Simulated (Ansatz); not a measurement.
Geometry optimisation, RKS r2SCAN/def2-SVP (Ansatz 0.2.0).

Input:

```yaml
crystal:
  periodic: [false, false, false]
  atoms:
    - { symbol: B, position_ang: [0.0, 0.0, 0.0] }
    - { symbol: H, position_ang: [0.5157, 0.0, 1.2908] }
    - { symbol: Cl, position_ang: [2.0511, 0.0, 0.1912] }
    - { symbol: Cl, position_ang: [-1.6108, 0.0, -0.93] }
basis:
  gaussian: { orbitals: def2-SVP }
hamiltonian:
  xc: r2scan
relax:
  f_tol: 0.15
  max_steps: 25
  restrain:
    - { distance: [1, 2], at: 1.37, k: 30.0 }
    - { distance: [0, 1], at: 2.39, k: 30.0 }
    - { distance: [0, 2], at: 3.06, k: 30.0 }
```

Launched with:

```bash
$ ansatz run input.yaml --threads 1 --pin off --max-ram 2048MiB --backend cpu --events-out ev --progress --plain --runs-dir out
```

Question: Where does it end, and by what steps?

Answer: The forces met the threshold. The restraints hold the end off the free minimum; the threshold counts their pulls, which the force column leaves out. Restrained pairs: H2–Cl3 (1.89 → 1.34 Å), B1–H2 (1.39 → 2.38 Å), B1–Cl3 (2.06 → 3.07 Å). After 10 steps the energy has risen by 0.413 eV (the restraints' own energy left out); B1 moved furthest, 1.01 Å.

| step | energy less start (eV) | largest force component (eV/Å) | accepted |
| --- | --- | --- | --- |
| 0 | 0.0000 | 4.212 | yes |
| 1 | 1.5931 | 5.560 | yes |
| 2 | 2.8367 | 6.666 | yes |
| 3 | 2.2555 | 6.656 | yes |
| 4 | 0.8754 | 2.116 | yes |
| 5 | 0.5464 | 0.908 | yes |
| 6 | 0.4617 | 0.730 | yes |
| 7 | 0.4329 | 0.746 | yes |
| 8 | 0.4267 | 1.012 | yes |
| 9 | 0.4169 | 0.916 | yes |
| 10 | 0.4127 | 0.847 | yes |

```xyz
4
Properties=species:S:1:pos:R:3
B -0.960 0.000 0.300
H 1.205 0.000 1.300
Cl 2.107 0.000 0.316
Cl -1.396 0.000 -1.364
```

The run took 25 s on 1 thread of Arm Neoverse V1 (shared host), peak memory 0.12 GiB.
